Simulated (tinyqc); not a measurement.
Inside a calculation. Method: Pariser-Parr-Pople SCF with singles CI, for the molecule C=CC=C (SMILES; centres numbered as the heavy atoms are written). One step of it, computed by the program tinyqc.

Question. Iteration 1: Fock matrix. F_rr = H_rr + P_rr gamma_rr / 2 + sum_(s != r) P_ss gamma_rs; F_rs = H_rs - P_rs gamma_rs / 2; E = tr P (H + F) / 2 + core repulsion sum_(r<s) z_r z_s gamma_rs.

P at the start, order 1C, 2C, 3C, 4C:
$$\begin{pmatrix}
1.000000 & 0.894427 & 0.000000 & -0.447214 \\
0.894427 & 1.000000 & 0.447214 & 0.000000 \\
0.000000 & 0.447214 & 1.000000 & 0.894427 \\
-0.447214 & 0.000000 & 0.894427 & 1.000000
\end{pmatrix}$$

core matrix H (eV), order 1C, 2C, 3C, 4C:
$$\begin{pmatrix}
-24.148021 & -2.390000 & 0.000000 & 0.000000 \\
-2.390000 & -26.555454 & -2.390000 & 0.000000 \\
0.000000 & -2.390000 & -26.555454 & -2.390000 \\
0.000000 & 0.000000 & -2.390000 & -24.148021
\end{pmatrix}$$

repulsion gamma_rs (eV), order 1C, 2C, 3C, 4C:
$$\begin{pmatrix}
10.780000 & 5.262209 & 3.829018 & 2.856794 \\
5.262209 & 10.780000 & 5.264227 & 3.829018 \\
3.829018 & 5.264227 & 10.780000 & 5.262209 \\
2.856794 & 3.829018 & 5.262209 & 10.780000
\end{pmatrix}$$

Centres (angstrom, eV; a flat drawing with bonds scaled to 1.40 angstrom):
```
centre          x          y  core charge z          W   gamma_rr
1C      -1.848000  -0.127000              1  12.200000  10.780000
2C      -0.559000   0.421000              1  12.200000  10.780000
3C       0.559000  -0.421000              1  12.200000  10.780000
4C       1.848000   0.127000              1  12.200000  10.780000
```

Give: F; pi energy.

Answer.

F (eV), order 1C, 2C, 3C, 4C:
$$\begin{pmatrix}
-6.8100 & -4.7433 & 0.0000 & 0.6388 \\
-4.7433 & -6.8100 & -3.5671 & 0.0000 \\
0.0000 & -3.5671 & -6.8100 & -4.7433 \\
0.6388 & 0.0000 & -4.7433 & -6.8100
\end{pmatrix}$$

pi energy = -53.7303 eV
